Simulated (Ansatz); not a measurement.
Geometry optimisation, RKS PBE0/def2-SVPD in Ansatz 0.2.0.

input.yaml

```yaml
crystal:
  periodic: [false, false, false]
  atoms:
    - { symbol: C, position_ang: [-0.2542, 0.5392, -0.89] }
    - { symbol: "N", position_ang: [-0.2835, -0.498, 0.0506] }
    - { symbol: C, position_ang: [0.5634, -0.498, 1.0919] }
    - { symbol: O, position_ang: [1.5324, 0.3489, 1.3209] }
    - { symbol: H, position_ang: [-0.7344, 0.2079, -1.8517] }
    - { symbol: H, position_ang: [-0.9237, 1.4048, -0.5012] }
    - { symbol: H, position_ang: [0.7349, 0.9616, -1.0788] }
    - { symbol: H, position_ang: [-0.9879, -1.1604, 0.034] }
    - { symbol: H, position_ang: [0.4415, -1.3522, 1.8073] }
basis:
  gaussian: { orbitals: def2-SVPD }
hamiltonian:
  xc: pbe0
relax:
  f_tol: 0.015
  max_steps: 40
```

Command:

```bash
$ ansatz run input.yaml --threads 2 --pin off --max-ram 3072MiB --backend cpu --events-out ev --progress --plain --runs-dir out
```

Question: Where does it end, and by what steps?

Answer: The forces met the threshold. The force dipped under the threshold on the way, but the program's further checks kept it going. After 19 steps the energy has fallen by 0.517 eV; H6 moved furthest, 0.39 Å.

```tsv
step	energy less start (eV)	largest force component (eV/Å)	accepted
0	0.0000	4.384	yes
1	-0.4375	1.661	yes
2	-0.4129	1.744	no
3	-0.4978	0.477	yes
4	-0.5081	0.111	yes
5	-0.5104	0.079	yes
6	-0.5121	0.019	yes
7	-0.5137	0.012	yes
8	-0.4923	0.597	no
9	-0.5145	0.041	yes
10	-0.5004	0.430	no
11	-0.5156	0.017	yes
12	-0.5162	0.062	yes
13	-0.5164	0.053	yes
14	-0.5170	0.055	yes
15	-0.5171	0.054	yes
16	-0.5166	0.125	no
17	-0.5172	0.037	yes
18	-0.5173	0.024	yes
19	-0.5173	0.013	yes
```

```xyz
9
Properties=species:S:1:pos:R:3
C -0.320 0.597 -0.883
N -0.340 -0.402 0.156
C 0.659 -0.550 1.057
O 1.669 0.120 1.102
H -0.355 0.136 -1.881
H -1.165 1.294 -0.786
H 0.615 1.160 -0.787
H -1.130 -1.026 0.227
H 0.457 -1.375 1.778
```

Whether the end is a true minimum wasn't checked by a vibrational analysis.

Time of the run: 42 s on 2 threads of Arm Neoverse V1, with other jobs on the host, peak memory 0.22 GiB.
